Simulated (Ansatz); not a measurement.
Consider the hydrogenolysis of a C–C bond: `C=C(F)/C=C/F` + H₂ → `C=CF` + `C=CF`.

Computed with Ansatz on PBE0-D4/def2-TZVP structures; ΔE is electronic, products minus reactants. CCSD(T)/CBS adds triple-zeta CCSD(T) − MP2 to the extrapolated MP2 energy (def2 sets, frozen cores). This one scheme is used for every species. DFT in def2-TZVPP. B3LYP here is the variant with VWN-RPA as its local correlation; programs differ in this. Each species was taken in one conformer, which may not be the lowest.

`C=C(F)/C=C/F`:

Z-matrix (Å, degrees):
```
C
C 1 1.327
H 1 1.081 2 120.9
H 1 1.080 2 119.8 3 180.0
F 2 1.345 1 119.3 3 0.0
C 2 1.444 1 126.7 3 -180.0
C 6 1.326 2 122.8 1 -180.0
H 6 1.083 2 117.5 1 0.0
F 7 1.331 6 121.3 2 180.0
H 7 1.083 6 125.6 2 -0.0
```

H₂:

```xyz
2

H    -0.215   -0.280    0.120
H     0.215    0.280   -0.120
```

`C=CF`:

Z-matrix (Å, degrees):
```
C
C 1 1.316
H 1 1.081 2 119.2
H 1 1.082 2 121.6 3 -180.0
F 2 1.336 1 122.3 3 180.0
H 2 1.084 1 125.7 3 0.0
```

`C=CF`:

Cartesian coordinates in Å:
```
C 0.527 -0.326 0.328
C -0.414 0.318 -0.330
F -1.711 0.184 -0.036
H 0.290 -0.998 1.143
H 1.561 -0.181 0.048
H -0.254 1.004 -1.153
```

```tsv
level	ΔE (kcal/mol)	difference from CCSD(T)/CBS
B3LYP-D4	-5.1	1.0
r2SCANh-D4	-3.6	2.5
ωB97X-V	-6.2	-0.1
B2PLYP	-6.5	-0.4
PBE0	-5.7	0.4
CCSD/def2-SVP	-6.6	-0.5
CCSD(T)/def2-SVP	-5.2	0.9
MP2/def2-TZVPP	-4.4	1.7
CCSD(T)/def2-TZVPP	-6.1	0.0
HF/CBS(def2)	-11.6	-5.5
CCSD(T)/CBS	-6.1	0
```

Task: What do rigid-rotor, harmonic-oscillator terms from PBE0-D4/def2-TZVP frequencies (298.15 K, 1 bar) make of the CCSD(T)/CBS value? (Estimate.)

Result: Computed: ΔZPE = +4.9 kcal/mol, ΔH = -2.2 kcal/mol, ΔS = 53 J/(mol·K), ΔG = -5.9 kcal/mol.

Largest T1 diagnostic among the species: 0.012.

Leaving LDA and LC-ωPBE aside and taking each functional with its dispersion term where it has one, the values, not all of them listed here, spread over 4.4 kcal/mol, from BHLYP-D4 to revPBE-D4. LDA lies +3.6 kcal/mol from PBE without D4. In def2-TZVPP, CCSD(T) changes the Hartree–Fock value by +5.4 kcal/mol (the triples alone add +1.5 kcal/mol) and MP2 by +7.1 kcal/mol.
